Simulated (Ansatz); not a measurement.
CdAs2 (I4₁22, No. 98; cell taken from a computed entry), treated with PBE0 in Ansatz (PAW).

Numerical settings: plane-wave cutoff 460 eV, 6×6×6 k mesh, Fermi–Dirac smearing 0.01 eV, scalar-relativistic PAW data made under PBE.

Cell (relaxed with PBEsol):

```yaml
crystal:
  lattice:
    - [-3.97588, 3.97588, 2.33227]
    - [3.97588, -3.97588, 2.33227]
    - [3.97588, 3.97588, -2.33227]
  atoms:
    - { symbol: Cd, position: [0.75000, 0.25000, 0.50000] }
    - { symbol: Cd, position: [0.00000, 0.00000, 0.00000] }
    - { symbol: As, position: [0.37500, 0.56636, 0.69136] }
    - { symbol: As, position: [0.31636, 0.12500, 0.69136] }
    - { symbol: As, position: [0.87500, 0.68364, 0.30864] }
    - { symbol: As, position: [0.43364, 0.62500, 0.30864] }
```

Question: What does this level give for the band gap, smallest direct gap on the k points sampled and direct gap at Γ?

Answer: 
* **band gap**: 1.59 eV (on the SCF k mesh)
* **smallest direct gap on the k points sampled**: 2.09 eV
* **direct gap at Γ**: 2.59 eV

Note: cell and atoms aren't relaxed at this level (pressure 1.1 GPa); this cell isn't known to be the ambient phase, and symmetry holds it in the calculation.

Spin–orbit coupling is not included.

Static lattice: no zero-point or thermal effects.

Cost on a shared machine: about 15 core-minutes (a rough figure).

Ansatz is an electronic-structure program.
